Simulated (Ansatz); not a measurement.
Molecular dynamics of BH6N

Input:

```yaml
crystal:
  periodic: [false, false, false]
  atoms:
    - { symbol: B, position_ang: [-0.03052, 0.22116, 0.29162] }
    - { symbol: "N", position_ang: [-0.009414, 0.076457, 1.829344] }
    - { symbol: H, position_ang: [-0.812602, -0.370608, 2.276816] }
    - { symbol: H, position_ang: [0.87695, -0.172105, 2.273954] }
    - { symbol: H, position_ang: [1.046883, 0.081215, -0.267463] }
    - { symbol: H, position_ang: [-1.03372, -0.192143, -0.270618] }
    - { symbol: H, position_ang: [-0.208568, 1.590736, 0.155047] }
    - { symbol: H, position_ang: [-0.168809, 1.320789, 1.111699] }
basis:
  gaussian: { orbitals: def2-SVP }
hamiltonian:
  xc: lda
md:
  timestep: 0.5
  n_steps: 200
  ensemble: nve
  temperature: 300.0
  initial_velocities: maxwell_boltzmann
  seed: 11982
```

Launched with:

```bash
$ ansatz run input.yaml --threads 1 --pin off --max-ram 2048MiB --backend cpu --events-out ev --progress --plain --runs-dir out
```

It starts at the highest image of a converged band, a first-order saddle point between two minima.

Output, in part (one step line in 3, the closing report, with atoms numbered from 0):

```
md step     0: t =     0.00 fs  T =   300.0 K  F+E_penalty+E_count = -2239.46627299 eV  E_kin = 0.232668 eV  conserved = -2239.23360499 eV  (22 SCF iters)
md step     3: t =     1.50 fs  T =   237.1 K  F+E_penalty+E_count = -2239.41655462 eV  E_kin = 0.183862 eV  conserved = -2239.23269293 eV  (27 SCF iters)
md step     6: t =     3.00 fs  T =   175.1 K  F+E_penalty+E_count = -2239.36820741 eV  E_kin = 0.135804 eV  conserved = -2239.23240325 eV  (27 SCF iters)
md step     9: t =     4.50 fs  T =   164.1 K  F+E_penalty+E_count = -2239.36024449 eV  E_kin = 0.127242 eV  conserved = -2239.23300241 eV  (27 SCF iters)
md step    12: t =     6.00 fs  T =   132.5 K  F+E_penalty+E_count = -2239.33504467 eV  E_kin = 0.102744 eV  conserved = -2239.23230085 eV  (27 SCF iters)
md step    15: t =     7.50 fs  T =   173.0 K  F+E_penalty+E_count = -2239.36629698 eV  E_kin = 0.134148 eV  conserved = -2239.23214907 eV  (28 SCF iters)
md step    18: t =     9.00 fs  T =   306.9 K  F+E_penalty+E_count = -2239.47101553 eV  E_kin = 0.237991 eV  conserved = -2239.23302489 eV  (27 SCF iters)
md step    21: t =    10.50 fs  T =   429.7 K  F+E_penalty+E_count = -2239.56585875 eV  E_kin = 0.333246 eV  conserved = -2239.23261292 eV  (28 SCF iters)
md step    24: t =    12.00 fs  T =   614.4 K  F+E_penalty+E_count = -2239.70871362 eV  E_kin = 0.476483 eV  conserved = -2239.23223030 eV  (26 SCF iters)
md step    27: t =    13.50 fs  T =   937.2 K  F+E_penalty+E_count = -2239.95984831 eV  E_kin = 0.726849 eV  conserved = -2239.23299977 eV  (27 SCF iters)
md step    30: t =    15.00 fs  T =  1267.2 K  F+E_penalty+E_count = -2240.21699452 eV  E_kin = 0.982795 eV  conserved = -2239.23419979 eV  (26 SCF iters)
md step    33: t =    16.50 fs  T =  1447.4 K  F+E_penalty+E_count = -2240.35643369 eV  E_kin = 1.122508 eV  conserved = -2239.23392561 eV  (26 SCF iters)
md step    36: t =    18.00 fs  T =  1523.6 K  F+E_penalty+E_count = -2240.41569240 eV  E_kin = 1.181679 eV  conserved = -2239.23401337 eV  (26 SCF iters)
md step    39: t =    19.50 fs  T =  1518.2 K  F+E_penalty+E_count = -2240.41162345 eV  E_kin = 1.177483 eV  conserved = -2239.23414073 eV  (26 SCF iters)
md step    42: t =    21.00 fs  T =  1416.9 K  F+E_penalty+E_count = -2240.33293342 eV  E_kin = 1.098892 eV  conserved = -2239.23404177 eV  (27 SCF iters)
md step    45: t =    22.50 fs  T =  1214.7 K  F+E_penalty+E_count = -2240.17581314 eV  E_kin = 0.942096 eV  conserved = -2239.23371683 eV  (26 SCF iters)
md step    48: t =    24.00 fs  T =   957.5 K  F+E_penalty+E_count = -2239.97488505 eV  E_kin = 0.742604 eV  conserved = -2239.23228065 eV  (26 SCF iters)
md step    51: t =    25.50 fs  T =   838.7 K  F+E_penalty+E_count = -2239.88252441 eV  E_kin = 0.650487 eV  conserved = -2239.23203711 eV  (26 SCF iters)
md step    54: t =    27.00 fs  T =   897.2 K  F+E_penalty+E_count = -2239.92907764 eV  E_kin = 0.695799 eV  conserved = -2239.23327847 eV  (27 SCF iters)
md step    57: t =    28.50 fs  T =   957.4 K  F+E_penalty+E_count = -2239.97626851 eV  E_kin = 0.742510 eV  conserved = -2239.23375844 eV  (26 SCF iters)
md step    60: t =    30.00 fs  T =   936.3 K  F+E_penalty+E_count = -2239.95968448 eV  E_kin = 0.726152 eV  conserved = -2239.23353200 eV  (26 SCF iters)
md step    63: t =    31.50 fs  T =   858.8 K  F+E_penalty+E_count = -2239.89961098 eV  E_kin = 0.666065 eV  conserved = -2239.23354555 eV  (26 SCF iters)
md step    66: t =    33.00 fs  T =   728.5 K  F+E_penalty+E_count = -2239.79842170 eV  E_kin = 0.565025 eV  conserved = -2239.23339635 eV  (27 SCF iters)
md step    69: t =    34.50 fs  T =   576.8 K  F+E_penalty+E_count = -2239.68003773 eV  E_kin = 0.447325 eV  conserved = -2239.23271238 eV  (27 SCF iters)
md step    72: t =    36.00 fs  T =   513.3 K  F+E_penalty+E_count = -2239.63062654 eV  E_kin = 0.398125 eV  conserved = -2239.23250140 eV  (26 SCF iters)
md step    75: t =    37.50 fs  T =   554.1 K  F+E_penalty+E_count = -2239.66325229 eV  E_kin = 0.429715 eV  conserved = -2239.23353703 eV  (26 SCF iters)
md step    78: t =    39.00 fs  T =   554.3 K  F+E_penalty+E_count = -2239.66329902 eV  E_kin = 0.429887 eV  conserved = -2239.23341232 eV  (27 SCF iters)
md step    81: t =    40.50 fs  T =   510.2 K  F+E_penalty+E_count = -2239.62872482 eV  E_kin = 0.395711 eV  conserved = -2239.23301342 eV  (28 SCF iters)
md step    84: t =    42.00 fs  T =   479.5 K  F+E_penalty+E_count = -2239.60491471 eV  E_kin = 0.371851 eV  conserved = -2239.23306356 eV  (26 SCF iters)
md step    87: t =    43.50 fs  T =   469.3 K  F+E_penalty+E_count = -2239.59655165 eV  E_kin = 0.363950 eV  conserved = -2239.23260150 eV  (26 SCF iters)
md step    90: t =    45.00 fs  T =   576.5 K  F+E_penalty+E_count = -2239.67871870 eV  E_kin = 0.447108 eV  conserved = -2239.23161067 eV  (26 SCF iters)
md step    93: t =    46.50 fs  T =   914.4 K  F+E_penalty+E_count = -2239.94233019 eV  E_kin = 0.709149 eV  conserved = -2239.23318156 eV  (26 SCF iters)
md step    96: t =    48.00 fs  T =  1277.6 K  F+E_penalty+E_count = -2240.22468922 eV  E_kin = 0.990855 eV  conserved = -2239.23383387 eV  (26 SCF iters)
md step    99: t =    49.50 fs  T =  1542.2 K  F+E_penalty+E_count = -2240.43023078 eV  E_kin = 1.196039 eV  conserved = -2239.23419133 eV  (26 SCF iters)
md step   102: t =    51.00 fs  T =  1665.5 K  F+E_penalty+E_count = -2240.52663259 eV  E_kin = 1.291726 eV  conserved = -2239.23490622 eV  (26 SCF iters)
md step   105: t =    52.50 fs  T =  1562.1 K  F+E_penalty+E_count = -2240.44662125 eV  E_kin = 1.211529 eV  conserved = -2239.23509268 eV  (28 SCF iters)
md step   108: t =    54.00 fs  T =  1216.5 K  F+E_penalty+E_count = -2240.17769712 eV  E_kin = 0.943488 eV  conserved = -2239.23420924 eV  (27 SCF iters)
md step   111: t =    55.50 fs  T =   809.9 K  F+E_penalty+E_count = -2239.86005120 eV  E_kin = 0.628123 eV  conserved = -2239.23192829 eV  (28 SCF iters)
md step   114: t =    57.00 fs  T =   698.2 K  F+E_penalty+E_count = -2239.77320368 eV  E_kin = 0.541463 eV  conserved = -2239.23174055 eV  (27 SCF iters)
md step   117: t =    58.50 fs  T =   926.1 K  F+E_penalty+E_count = -2239.95158651 eV  E_kin = 0.718210 eV  conserved = -2239.23337619 eV  (27 SCF iters)
md step   120: t =    60.00 fs  T =  1221.9 K  F+E_penalty+E_count = -2240.18232868 eV  E_kin = 0.947636 eV  conserved = -2239.23469223 eV  (27 SCF iters)
md step   123: t =    61.50 fs  T =  1352.6 K  F+E_penalty+E_count = -2240.28394476 eV  E_kin = 1.049004 eV  conserved = -2239.23494098 eV  (27 SCF iters)
md step   126: t =    63.00 fs  T =  1260.1 K  F+E_penalty+E_count = -2240.21206550 eV  E_kin = 0.977269 eV  conserved = -2239.23479648 eV  (27 SCF iters)
md step   129: t =    64.50 fs  T =   984.9 K  F+E_penalty+E_count = -2239.99755144 eV  E_kin = 0.763886 eV  conserved = -2239.23366560 eV  (27 SCF iters)
md step   132: t =    66.00 fs  T =   718.1 K  F+E_penalty+E_count = -2239.78937374 eV  E_kin = 0.556910 eV  conserved = -2239.23246403 eV  (27 SCF iters)
md step   135: t =    67.50 fs  T =   623.6 K  F+E_penalty+E_count = -2239.71681260 eV  E_kin = 0.483672 eV  conserved = -2239.23314095 eV  (27 SCF iters)
md step   138: t =    69.00 fs  T =   646.3 K  F+E_penalty+E_count = -2239.73372280 eV  E_kin = 0.501265 eV  conserved = -2239.23245776 eV  (27 SCF iters)
md step   141: t =    70.50 fs  T =   845.0 K  F+E_penalty+E_count = -2239.88867829 eV  E_kin = 0.655365 eV  conserved = -2239.23331304 eV  (27 SCF iters)
md step   144: t =    72.00 fs  T =  1113.5 K  F+E_penalty+E_count = -2240.09756576 eV  E_kin = 0.863599 eV  conserved = -2239.23396707 eV  (26 SCF iters)
md step   147: t =    73.50 fs  T =  1329.1 K  F+E_penalty+E_count = -2240.26501596 eV  E_kin = 1.030771 eV  conserved = -2239.23424489 eV  (27 SCF iters)
md step   150: t =    75.00 fs  T =  1425.2 K  F+E_penalty+E_count = -2240.34014328 eV  E_kin = 1.105335 eV  conserved = -2239.23480792 eV  (27 SCF iters)
md step   153: t =    76.50 fs  T =  1310.5 K  F+E_penalty+E_count = -2240.25096194 eV  E_kin = 1.016399 eV  conserved = -2239.23456245 eV  (27 SCF iters)
md step   156: t =    78.00 fs  T =  1053.3 K  F+E_penalty+E_count = -2240.04948484 eV  E_kin = 0.816929 eV  conserved = -2239.23255593 eV  (27 SCF iters)
md step   159: t =    79.50 fs  T =   975.7 K  F+E_penalty+E_count = -2239.98847897 eV  E_kin = 0.756736 eV  conserved = -2239.23174306 eV  (27 SCF iters)
md step   162: t =    81.00 fs  T =  1194.0 K  F+E_penalty+E_count = -2240.15972591 eV  E_kin = 0.926006 eV  conserved = -2239.23371983 eV  (26 SCF iters)
md step   165: t =    82.50 fs  T =  1402.6 K  F+E_penalty+E_count = -2240.32293812 eV  E_kin = 1.087787 eV  conserved = -2239.23515107 eV  (26 SCF iters)
md step   168: t =    84.00 fs  T =  1357.4 K  F+E_penalty+E_count = -2240.28762421 eV  E_kin = 1.052720 eV  conserved = -2239.23490465 eV  (26 SCF iters)
md step   171: t =    85.50 fs  T =  1091.7 K  F+E_penalty+E_count = -2240.08057323 eV  E_kin = 0.846680 eV  conserved = -2239.23389307 eV  (27 SCF iters)
md step   174: t =    87.00 fs  T =   762.0 K  F+E_penalty+E_count = -2239.82427081 eV  E_kin = 0.591013 eV  conserved = -2239.23325804 eV  (26 SCF iters)
md step   177: t =    88.50 fs  T =   497.8 K  F+E_penalty+E_count = -2239.61799377 eV  E_kin = 0.386091 eV  conserved = -2239.23190244 eV  (27 SCF iters)
md step   180: t =    90.00 fs  T =   501.2 K  F+E_penalty+E_count = -2239.62059672 eV  E_kin = 0.388735 eV  conserved = -2239.23186196 eV  (27 SCF iters)
md step   183: t =    91.50 fs  T =   772.0 K  F+E_penalty+E_count = -2239.83209818 eV  E_kin = 0.598711 eV  conserved = -2239.23338673 eV  (27 SCF iters)
md step   186: t =    93.00 fs  T =  1076.4 K  F+E_penalty+E_count = -2240.06903237 eV  E_kin = 0.834844 eV  conserved = -2239.23418853 eV  (26 SCF iters)
md step   189: t =    94.50 fs  T =  1251.9 K  F+E_penalty+E_count = -2240.20589891 eV  E_kin = 0.970959 eV  conserved = -2239.23493954 eV  (27 SCF iters)
md step   192: t =    96.00 fs  T =  1180.8 K  F+E_penalty+E_count = -2240.15077544 eV  E_kin = 0.915797 eV  conserved = -2239.23497860 eV  (27 SCF iters)
md step   195: t =    97.50 fs  T =   872.3 K  F+E_penalty+E_count = -2239.91035048 eV  E_kin = 0.676558 eV  conserved = -2239.23379264 eV  (27 SCF iters)
md step   198: t =    99.00 fs  T =   546.0 K  F+E_penalty+E_count = -2239.65558106 eV  E_kin = 0.423464 eV  conserved = -2239.23211657 eV  (27 SCF iters)
md step   200: t =   100.00 fs  T =   458.9 K  F+E_penalty+E_count = -2239.58809324 eV  E_kin = 0.355939 eV  conserved = -2239.23215381 eV  (24 SCF iters)
Total energy: -2239.58812265 eV, -82.3033454600 hartree
Atom 0 at    -0.062360     0.240508     0.164252 Å, force     0.794989    -0.199655     0.722166 eV/Å
Atom 1 at    -0.053069     0.144773     1.896732 Å, force     2.193433    -0.931738    -2.964749 eV/Å
Atom 2 at     0.507811    -0.729342     1.749248 Å, force    -2.184318    -1.022207     0.955250 eV/Å
Atom 3 at     0.835967     0.599703     1.987487 Å, force     0.363584     2.342581     0.966561 eV/Å
Atom 4 at     0.644203    -0.767018    -0.115509 Å, force    -0.814643    -0.123338    -0.048695 eV/Å
Atom 5 at    -1.192126     0.442911    -0.206828 Å, force    -0.339086    -0.344762    -0.274945 eV/Å
Atom 6 at     0.720652     1.116537    -0.130954 Å, force     0.032750     0.768023     0.061062 eV/Å
Atom 7 at    -0.868290     0.438295     2.425488 Å, force    -0.046709    -0.488905     0.583350 eV/Å
Dipole moment:     0.068413    -0.039244     1.012041 e Å
```

All steps were run. The conserved energy stayed within 0.27 meV per atom of its start (net change 0.18 meV per atom), so the integration is sound. The kinetic energy rose, since the run started high on the potential surface and went downhill. A run of 0.1 ps of so small a system gives no equilibrium averages. The orbitals stay closed-shell, which can raise the energy where a bond breaks towards radicals; this wasn't checked here.

Between its relaxed ends the band would form B1–H7, N2–H8 and break H7–H8. These pairs go: B1–H7 1.39 → 1.21 Å, N2–H8 1.45 → 1.02 Å, H7–H8 0.99 → 3.09 Å. In the last frame they stand as after the step (other bonds may differ from the relaxed reactants and products). Also parted: B1–H8 1.38 → 2.41 Å. It ends as one piece, BH6N. Pairs count as bonded within 1.25 times the sum of covalent radii (0.12 Å more for H–H).

Last frame:

```xyz
8
Properties=species:S:1:pos:R:3
B -0.062 0.240 0.164
N -0.053 0.145 1.897
H 0.508 -0.729 1.749
H 0.836 0.600 1.988
H 0.644 -0.767 -0.116
H -1.192 0.443 -0.207
H 0.721 1.117 -0.131
H -0.868 0.438 2.425
```

Time of the run: 110 s on 1 thread of Arm Neoverse V2 (shared host), peak memory 0.094 GiB.
